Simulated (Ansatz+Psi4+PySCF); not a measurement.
Results of a calculation; reference values are marked as such.
Input for PySCF 2.14.0:

```python
from pyscf import gto, scf, mp

mol = gto.M(atom="""
Li -0.029890 0.002020 0.001600
N -0.020210 -0.004170 2.001780
H 0.954120 -0.024310 2.375030
H -0.466010 0.810720 2.331730
H -0.443970 -0.826470 2.364580
""", basis={'H': 'cc-pvtz', 'Li': 'cc-pcvtz', 'N': 'cc-pvtz'}, charge=0, spin=1)
mf = scf.UHF(mol)
mf.kernel()
pt = mp.MP2(mf, frozen=1).run()
print(mf.e_tot, pt.e_corr, pt.e_tot)
```

The script is written out from the run's settings.

Output:

| Item | Value |
| --- | --- |
| Converged | yes |
| Reference energy | -63.67037 hartree |
| Correlation energy | -0.27537 hartree |
| Total energy | -63.94574 hartree |
| Spin squared of the determinant | 0.750 |

Messages of the program:
```
WARN: HOMO -0.0585832010897676 >= LUMO -0.0585832010897676
WARN: HOMO -0.0585832010897676 >= LUMO -0.0585832010897676
```
